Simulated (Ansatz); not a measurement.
Molecule: benzene, C₆H₆, charge 0, multiplicity 1. 
Geometry from a B3LYP-D3(BJ)/def2-TZVP (Ansatz, an electronic-structure program) optimisation:
SMILES: c1ccccc1
```xyz
12

C      0.0029     1.3905     0.0040
C      1.2056     0.6927     0.0073
C      1.2027    -0.6978     0.0033
C     -0.0029    -1.3905    -0.0040
C     -1.2056    -0.6927    -0.0073
C     -1.2027     0.6978    -0.0033
H      0.0052     2.4730     0.0072
H      2.1443     1.2320     0.0131
H      2.1391    -1.2411     0.0059
H     -0.0052    -2.4730    -0.0072
H     -2.1443    -1.2320    -0.0131
H     -2.1391     1.2411    -0.0059
```

Total electronic energies in hartree. Cores are frozen in the correlated levels unless marked. No spin-orbit coupling. Non-relativistic. CBS(X,Y): correlation extrapolated as X^-3; Hartree-Fock from the larger set. The bracket is a focal-point correction in the basis named.

The Hartree-Fock reference is unstable (checked in the largest basis), which strains HF and MP2. 

```json
[
 {"level": "r2SCAN-D3(BJ)/def2-TZVPD", "program": "Ansatz + dftd3", "energy (Eh)": "-232.19301"},
 {"level": "r2SCAN-D4/def2-TZVPD", "program": "Ansatz + dftd4", "energy (Eh)": "-232.19264"},
 {"level": "B97M-V/def2-TZVPD", "program": "Ansatz", "energy (Eh)": "-232.34358"},
 {"level": "B3LYP/def2-TZVPD", "program": "Ansatz", "energy (Eh)": "?"},
 {"level": "PBE0/def2-SVP", "program": "Ansatz", "energy (Eh)": "-231.80156"},
 {"level": "PBE0-D3(BJ)/def2-TZVPD", "program": "Ansatz + dftd3", "energy (Eh)": "-232.05529"},
 {"level": "PBE0/def2-TZVP", "program": "Ansatz", "energy (Eh)": "?"},
 {"level": "r2SCAN0-D4/def2-TZVPD", "program": "Ansatz + dftd4", "energy (Eh)": "-232.16851"},
 {"level": "B2GP-PLYP-D3(BJ)/def2-TZVPD", "program": "Ansatz + dftd3", "energy (Eh)": "-232.07464"},
 {"level": "MP2/6-31G*", "program": "Ansatz", "energy (Eh)": "-231.45740"},
 {"level": "RI-MP2/CBS(cc-pVTZ,cc-pVQZ)", "program": "Ansatz", "energy (Eh)": "-231.8455"},
 {"level": "SCS-MP2/cc-pVTZ", "program": "Ansatz", "energy (Eh)": "-231.71351"},
 {"level": "CCSD/aug-cc-pVDZ", "program": "Ansatz", "energy (Eh)": "-231.57404"},
 {"level": "CCSD/cc-pVTZ", "program": "Ansatz", "energy (Eh)": "-231.75389"},
 {"level": "RI-MP2/CBS(cc-pVTZ,cc-pVQZ)+[CCSD(T)-MP2]/cc-pVTZ", "program": "Ansatz", "energy (Eh)": "-231.9217"}
]
```

What belongs in the gaps?


- B3LYP/def2-TZVPD, energy (Eh): -232.33821
- PBE0/def2-TZVP, energy (Eh): -232.04511
